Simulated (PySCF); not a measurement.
Simulated outer-valence photoelectron spectrum of vinylene carbonate, `O=c1occo1`. Method: EOM-IP-CCSD/aug-cc-pVDZ in PySCF, restricted Hartree–Fock reference, 6 core orbitals frozen, non-relativistic, gas phase, PBE0-D3(BJ)/def2-SVP geometry.

Each root has a Gaussian of 0.5 eV full width with its one-hole share as area; cross sections and vibrations are left out, and the highest printed point is 100.

ionisation energy (eV), intensity and a bar:
```
      9.0          0 
      9.2          3 #
      9.4         20 ######
      9.6         55 #################
      9.8         62 ###################
     10.0         28 #########
     10.2          5 ##
     10.4          0 
     10.6          0 
     10.8          0 
     11.0          1 
     11.2          9 ###
     11.4         38 ###########
     11.6         64 ###################
     11.8         45 #############
     12.0         13 ####
     12.2          2 
     12.4          0 
     12.6          0 
     12.8          0 
     13.0          3 #
     13.2         18 #####
     13.4         56 #################
     13.6         85 ##########################
     13.8         95 #############################
     14.0        100 ##############################
     14.2         88 ##########################
     14.4         51 ###############
     14.6         24 #######
     14.8         43 #############
     15.0         65 ####################
     15.2         42 #############
     15.4         14 ####
     15.6         21 ######
     15.8         53 ################
     16.0         60 ##################
     16.2         28 ########
     16.4          5 ##
     16.6          1 
     16.8         10 ###
     17.0         39 ############
     17.2         64 ###################
     17.4         44 #############
     17.6         12 ####
     17.8          1
```

Problem. Where are the maxima, and how many lines lie under the curve?

Solution. 6 maxima, at 9.7, 11.6, 14.0, 15.0, 15.9 and 17.2 eV, from 8 lines. At this width some lines have no maximum of their own.

Problem. List the lines with their holes.

Solution. 
```csv
E (eV),leading hole (HF orbital),area,Koopmans (eV)
9.73,HOMO,0.96,10.12
11.62,HOMO-1,0.94,13.50
13.54,HOMO-2,0.93,14.67
13.90,HOMO-3,0.93,16.18
14.22,HOMO-4,0.94,16.54
15.00,HOMO-5,0.95,16.81
15.93,HOMO-6,0.94,18.15
17.22,HOMO-7,0.94,18.80
```

The widest gap, 1.92 eV, lies between 11.62 and 13.54 eV. Only orbitals with −ε under 21 eV, eight at most, were ionised, so the high end of the curve may lack lines.
